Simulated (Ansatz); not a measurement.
**How far each method lies from UCCSDT(Q) for H₂N–C, quartet**

Geometry: displaced at random from a stationary point.

```yaml
atoms:
  - { symbol: N, position_ang: [0.0740, 0.0001, 0.5422] }
  - { symbol: C, position_ang: [-0.0909, 0.0085, -0.8114] }
  - { symbol: H, position_ang: [-0.0143, 0.8393, 1.0578] }
  - { symbol: H, position_ang: [0.0689, -0.9425, 1.0760] }
```

Basis cc-pVDZ; Ansatz 0.2.0. Correlated methods freeze the noble-gas cores, which leaves 11 electrons in 36 orbitals. R marks a restricted (for open shells ROHF) determinant, U an unrestricted one. Active spaces: valence = (11e, 10o) chosen from the atoms' valence shells.

Full CI isn't at hand for all of this; UCCSDT(Q) serves as the reference, and is uncertain by about the last step of the cluster series. The frozen core follows each run's orbitals, which can shift R against U totals by a few meV.

For open shells CISD is restricted-active-space CI with the open shells as a complete middle space.

```
UHF ⟨S²⟩                          : 3.758
T1 diagnostic (RCCSD)             : 0.0218
largest doubles amplitude (RCCSD) : 0.033
T1 diagnostic (UCCSD)             : 0.0169
```

```json
{"level": "UHF", "E − E(RHF) (eV)": "-0.1024"}
{"level": "RMP2", "E − E(RHF) (eV)": "-6.2504"}
{"level": "UMP2", "E − E(RHF) (eV)": "-6.2539"}
{"level": "RCCSD", "E − E(RHF) (eV)": "-6.8610"}
{"level": "UCCSD", "E − E(RHF) (eV)": "-6.8631"}
{"level": "RCCSD(T)", "E − E(RHF) (eV)": "-7.0205"}
{"level": "UCCSD(T)", "E − E(RHF) (eV)": "-7.0212"}
```

Problem. Estimate how far UCCSDT(Q) in cc-pVDZ lies from RCCSD(T). The table doesn't fix it; the size of (T) and the diagnostics are the guide.

Solution. UCCSDT(Q) in cc-pVDZ lies 1.07 mEh below RCCSD(T), which is 18 % of the (T) step (-5.86 mEh). The diagnostics are small and one determinant leads, so the series closes fast and only a small part of (T) is left.

The other levels:

```csv
level,E − E(UCCSDT(Q)) (mEh),share of correlation (%),wall time
CISD,21.04,91.88,2.8 s
BCCD(T),1.09,99.58,0.99 s
RCCSDT,0.53,99.80,–
UCCSDT,0.50,99.81,–
RCCSDT(Q),0.05,99.98,23 s
CASSCF (valence space),180.66,30.26,–
NEVPT2 (valence space),35.11,86.45,2.7 s
MRCISD (valence space),10.73,95.86,–
MRCISD+Q (valence space),1.24,99.52,8 s
```

The correlation energy at UCCSDT(Q), counted from RHF, is -7.049 eV. That run took 20 s on 1 thread of Arm Neoverse V2, shared host.

Times hold each run's SCF and search for its determinant on a shared host, so for small cases they say little of a method's own cost; they ran on 1 thread of Arm Neoverse V2.

Natural occupations of CASSCF (valence space) about the gap: 1.979 1.974 1.005 1.001 1.000 0.025 0.020 0.019; effectively unpaired electrons, Σ n²(2−n)², 3.01.
